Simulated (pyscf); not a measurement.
Single points on ωB97X-D3(BJ)/def2-SVP structures (PySCF, gas phase).

**Question.** For the elementary gas-phase step `[CH2]=[CH][CH2][F]` → `[CH2]=[C]=[CH2]` + `[FH]` (singlet surface; C–F, C–H broken, F–H formed), what barrier and reaction energy does B3LYP-D3(BJ)/def2-TZVP give, measured from the reactant's lowest minimum found?

**Answer.** ΔE‡ = 3.11 eV, ΔE = +1.00 eV. CCSD(T)/def2-TZVPP + ΔMP2(QZVPP) gives 3.31 eV and +0.95 eV. Zero-point energy shifts the barrier by -0.24 eV. It is an elimination, with an imaginary mode of 1955i cm⁻¹. On the product side the descent ends in a complex, 0.22 eV under the separated species and 2.38 eV under the saddle at ωB97X-D3(BJ)/def2-TZVP. One saddle was located; it need not be the lowest between these sides. The CCSD(T) − MP2 part came from Ansatz, without density fitting, on the same reference.
